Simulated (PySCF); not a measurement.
# Quadrupolar nuclei of CH3N in NMR

Species: CH3N.
Z-matrix (Å and degrees, PBE0-D3(BJ)/def2-SVP geometry), rows numbered from 1:
```
C 
N   1  1.2642
H   1  1.1025  2  119.13
H   1  1.1069  2  125.35  3  -179.99
H   2  1.0262  1  110.33  3   179.98
```

The species is `C=N` (CH3N).

Computed at PBE0/pcSseg-1 (PySCF, non-relativistic):

| atom | environment | nucleus | spin I | Q (b) | CQ = χzz (MHz) | η |
| --- | --- | --- | --- | --- | --- | --- |
| N2 | imine nitrogen | 14N | 1 | 0.02044 | -5.066 | 0.540 |

Problem. Work back to Vxx, Vyy and Vzz; CQ/MHz = 234.96 (Q/b)(Vzz/au).

Solution. The tensor is traceless, so η fixes the two smaller values:

```json
{"atom": "N2", "Vxx (au)": "0.243", "Vyy (au)": "0.812", "Vzz (au)": "-1.055", "Vzz (10²¹ V/m²)": "-10.25"}
```

Problem. At 9.4 T, set νQ = 3|CQ|/[2I(2I − 1)] beside the Larmor frequency (|g| × 7.62259 MHz/T × B; g(14N) = 0.40376), and give PQ = |CQ|√(1 + η²/3).

Solution. 
```json
{"atom": "N2", "PQ (MHz)": "5.307", "νQ (MHz)": "7.599", "ν0 (MHz)": "28.93", "νQ/ν0": "0.263"}
```

For N2: PQ = 5.066 × 1.0475, νQ = 5.066 × 1.5000, ν0 = 3.0777 MHz/T × 9.4 T.

Problem. Take a correlation time of 8 ps, isotropic tumbling and extreme narrowing. What quadrupolar relaxation rates and linewidths follow?

Solution. Rate = (3π²/10) PQ² τc (2I + 3)/[I²(2I − 1)], the same for T1 and T2; width = rate/π.

```tsv
site	spin factor (2I + 3)/[I²(2I − 1)]	1/T1 (s⁻¹)	T1 (ms)	linewidth (Hz)
14N at N2	5.000	3340	0.3	1060
```

The couplings are those of the rigid, isolated species; surroundings and motion change them. With a basis this small, the couplings can be 20 % off.
